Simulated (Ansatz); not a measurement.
## SrRe2: from a trial structure to a relaxed crystal

Theory: DFT PBE, scalar-relativistic, plane waves, PAW (Ansatz 0.2.0). Cutoff 420 eV, Γ-centred k mesh, Gaussian smearing, no spin polarisation in the final step.

SrRe2 was placed on the cubic Laves (C15) structure type (Fd-3m, No. 227), with Sr in place of Mg, Re in place of Cu, at a guessed volume.

```yaml
crystal:
  lattice:
    - [0.00000, 3.95441, 3.95441]
    - [3.95441, 0.00000, 3.95441]
    - [3.95441, 3.95441, 0.00000]
  atoms:
    - { symbol: Sr, position: [0.00000, 0.00000, 0.00000] }
    - { symbol: Sr, position: [0.25000, 0.25000, 0.25000] }
    - { symbol: Re, position: [0.62500, 0.62500, 0.62500] }
    - { symbol: Re, position: [0.12500, 0.62500, 0.62500] }
    - { symbol: Re, position: [0.62500, 0.62500, 0.12500] }
    - { symbol: Re, position: [0.62500, 0.12500, 0.62500] }
```

Cell and atoms relax at zero pressure; the relaxation can't lower the symmetry of the start.

Formation energies are uncorrected and refer to the elements' standard structures at the same level.

(1) Which crystal results?

(2) What are its volume, energy, density and gap?

Results:

(1) It keeps Fd-3m (No. 227). The result has the cubic Laves (C15) structure. Conventional cell: a = 7.830 Å. Sr has 12 Re at 3.25 Å and 4 Sr at 3.39 Å; Re has 6 Re at 2.77 Å and 6 Sr at 3.25 Å.

```
Sr Re
1.0
     0.00000    3.91501    3.91501
     3.91501    0.00000    3.91501
     3.91501    3.91501    0.00000
Sr Re
2 4
Direct
  0.50000 0.50000 0.50000
  0.75000 0.75000 0.75000
  0.12500 0.12500 0.12500
  0.62500 0.12500 0.12500
  0.12500 0.12500 0.62500
  0.12500 0.62500 0.12500
```

(2) The volume per atom is 20.00 Å³, the density is 12.73 g/cm³ and the energy over the elements is 0.58 eV/atom. The gap on the 8×8×8 mesh is 0 eV (a metal).

The final run used a 8×8×8 mesh on its 6-atom cell and 0.10 eV smearing. For metals, differences of a few meV/atom aren't resolved. Spin–orbit coupling is left out. A structure relaxed within its symmetry needn't be a true minimum.

Cost: 2 runs of about 0.45 core-minutes in all, on Intel Xeon 6975P-C (Granite Rapids) (shared hosts).